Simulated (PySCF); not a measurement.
CH2, neutral, multiplicity 1. Atoms are numbered in the order given.

```xyz
3

C      0.0000     0.0000     0.1748
H      0.0000    -0.8622    -0.5245
H      0.0000     0.8622    -0.5245
```

Coordinates come from a B3LYP-D3(BJ)/def2-TZVPD optimisation. The isomer is the one that the SMILES or the coordinates give; other isomers of the formula were not compared.

The numbers are results of PySCF with TDA-LC-ωPBE/def2-TZVPD, not measurements.

Vertical excitations.  State labels are in the subgroup C2v.

| state | symmetry | energy (eV) | λ (nm) | f | main pairs |
|---|---|---|---|---|---|
| S1 | B1 | 1.59 | 782 | 0.006 | HOMO→LUMO 98 % |
| S2 | A2 | 5.42 | 229 | 0.000 | HOMO−1→LUMO 99 % |
| S3 | A1 | 6.97 | 178 | 0.119 | HOMO→LUMO+1 96 % |
| S4 | B2 | 9.21 | 135 | 0.070 | HOMO→LUMO+2 94 % |
| S5 | A1 | 10.02 | 124 | 0.009 | HOMO→LUMO+3 65 %, HOMO→LUMO+4 27 % |
| S6 | B2 | 10.44 | 119 | 0.153 | HOMO→LUMO+5 95 % |
| S7 | A1 | 10.55 | 118 | 0.009 | HOMO→LUMO+4 66 %, HOMO→LUMO+3 27 % |
| S8 | B1 | 10.77 | 115 | 0.001 | HOMO→LUMO+6 91 % |
| S9 | B2 | 11.07 | 112 | 0.209 | HOMO−1→LUMO+1 94 % |
| S10 | A2 | 11.11 | 112 | 0.000 | HOMO→LUMO+7 98 % |
| T1 | A2 | 4.25 | 292 | 0 | HOMO−1→LUMO 98 % |
| T2 | A1 | 6.62 | 187 | 0 | HOMO→LUMO+1 94 % |
| T3 | B2 | 8.26 | 150 | 0 | HOMO→LUMO+2 77 %, HOMO→LUMO+11 14 % |
| T4 | A1 | 9.03 | 137 | 0 | HOMO→LUMO+3 90 % |
Triplets are in the Tamm–Dancoff approximation.
